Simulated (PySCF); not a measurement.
# AlH2ClO (SMILES [OH][AlH][Cl]) at M06-2X/def2-SVP (max memory mb 1860)

Aim: a structure relaxation of AlH2ClO. 

The calculation is run with PySCF 2.14.0.

### 1 The system as given

The species is AlH2ClO (5 atoms), meant as a singlet with charge 0. SMILES: `[OH][AlH][Cl]`. The shape is that of a PBE0-D4/def2-TZVP optimisation. This is one conformer, not always the lowest. The run starts from this shape.

Bond lengths: O1–Al2 1.684 Å, Al2–Cl3 2.096 Å, O1–H4 0.956 Å, Al2–H5 1.563 Å. Angles: O1–Al2–Cl3 119.8°, O1–Al2–H5 119.3°, Cl3–Al2–H5 120.9°, Al2–O1–H4 124.3°.

### 2 A geometry optimisation at M06-2X/def2-SVP (max memory mb 1860)

run.py

```python
from pyscf import gto, dft
from pyscf.geomopt.geometric_solver import kernel as optimise

mol = gto.Mole()
mol.atom = '''
O     -2.097785     0.700899    -0.972075
Al     0.814472     0.349410     0.259837
Cl     2.106856    -3.260533     1.252510
H     -3.249384    -0.659703    -1.265172
H      2.519950     2.730654     0.646664
'''
mol.charge = 0
mol.unit = 'bohr'
mol.max_memory = 1860
mol.verbose = 3
mol.spin = 0
mol.basis = 'def2-svp'
mol.build()

mf = dft.RKS(mol, xc='m06-2x')
mf.conv_tol = 1e-10
mf.grids.level = 6
converged, mol_eq = optimise(mf, maxsteps=60, convergence_set='GAU_TIGHT')
print('converged:', converged)
print(mol_eq.tostring())

mf.reset(mol_eq)
mol = mol_eq
mf.kernel()
if not mf.converged:
    mf = mf.newton().run(mf.mo_coeff, mf.mo_occ)
energy = mf.e_tot
print('E(%s) = %.9f' % ('M06-2X', energy))
```

The run is started by

```sh
$ OMP_NUM_THREADS=1 python run.py
```

**Question.** What will come out? Wanted: total energy at the end; dipole moment; HOMO energy; LUMO energy; HOMO–LUMO gap.

Answer, from the run:

Level: M06-2X/def2-SVP (max memory mb 1860).

```
               quantity          value
total energy at the end  -778.83654 Eh
          dipole moment         1.01 D
            HOMO energy      -10.26 eV
            LUMO energy        0.07 eV
          HOMO–LUMO gap       10.32 eV
```

What this shows: At the final geometry: Bond lengths: O1–Al2 1.686 Å, Al2–Cl3 2.098 Å, O1–H4 0.959 Å, Al2–H5 1.555 Å. Angles: O1–Al2–Cl3 119.7°, O1–Al2–H5 119.1°, Cl3–Al2–H5 121.2°, Al2–O1–H4 128.6°. The optimisation took 26 steps and changed the energy by -0.004 eV.
